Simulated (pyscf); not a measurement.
# Four-centre exchange: F–GeH(F)–F (SMILES [F][GeH]([F])[F]) + NH₃ (SMILES N) → H₂N–Ge(F)(F)–F (SMILES [NH2][Ge]([F])([F])[F]) + H₂ (SMILES [H][H])

Gas phase, singlet surface, charge 0. Bonds broken: Ge2–H5, N6–H7. Bonds formed: Ge2–N6, H5–H7. Optimised with ωB97X-D3(BJ)/def2-SVP in PySCF.

Transition state (Å):

```xyz
9

F     -0.5571    -0.3000     1.7606
Ge    -1.1032    -0.1237     0.1361
F     -1.6786    -1.4508    -0.7999
F     -2.6431     0.5988     0.4889
H      0.6109    -0.6419    -0.3808
N     -0.3204     1.3264    -0.8648
H      0.5399     0.3301    -0.7891
H     -0.7876     1.5503    -1.7481
H     -0.1730     2.1935    -0.3402
```

One imaginary mode, 1613i cm⁻¹; descent along it reached the two sides named, in the forms told below.

```csv
bond,change,reactant side (Å),saddle,product side
Ge2–H5,breaks,1.521,1.864,3.5
N6–H7,breaks,1.020,1.319,2.9
Ge2–N6,forms,2.282,1.928,1.781
H5–H7,forms,2.8,1.057,0.760
```

Electronic energies relative to the separated reactants (kJ/mol):

| level | barrier | reaction energy | reverse barrier |
|---|---|---|---|
| ωB97X-D3(BJ)/def2-TZVP | 169.9 | -5.4 | 175.3 |
| PBE/def2-TZVP | 149.7 | +5.9 | 143.8 |
| r²SCAN/def2-TZVP | 152.0 | -3.9 | 155.9 |
| B3LYP-D3(BJ)/def2-TZVP | 170.9 | +1.1 | 169.8 |
| PBE0-D3(BJ)/def2-TZVP | 157.8 | +1.2 | 156.6 |
| M06-2X/def2-TZVP | 164.5 | -18.7 | 183.2 |
| ωB97M-D3(BJ)/def2-TZVP | 174.7 | +1.4 | 173.3 |
| HF/def2-TZVP | 247.5 | +4.3 | 243.1 |

With ωB97M-D3(BJ)/def2-TZVP energies and thermal terms (ideal gas, 1 atm, RRHO with modes under 100 cm⁻¹ raised to 100, one conformer, R ln 2 for rigid chiral ones), in kJ/mol:

| T (K) | ΔH‡ | ΔG‡ | ΔH | ΔG |
|---|---|---|---|---|
| 298 | 164.6 | 206.1 | -12.8 | -8.7 |
| 600 | 166.1 | 247.7 | -6.4 | -7.2 |
| 900 | 169.6 | 287.8 | -1.5 | -8.8 |
| 1200 | 173.5 | 326.7 | +1.9 | -11.7 |

On the reactant side the descent ends in an adduct with a Ge–N contact (not fully relaxed), 54.6 kJ/mol under the separated species and 224.5 kJ/mol under the saddle at ωB97X-D3(BJ)/def2-TZVP. What is counted as formed (Ge–N) is already present as a longer contact in the reactant adduct; forming that adduct is a step of its own. At the saddle there is also a short Ge–H contact that neither side keeps. One saddle was located; it need not be the lowest between these sides. Elements up to Kr have no core potential and no relativistic terms here.
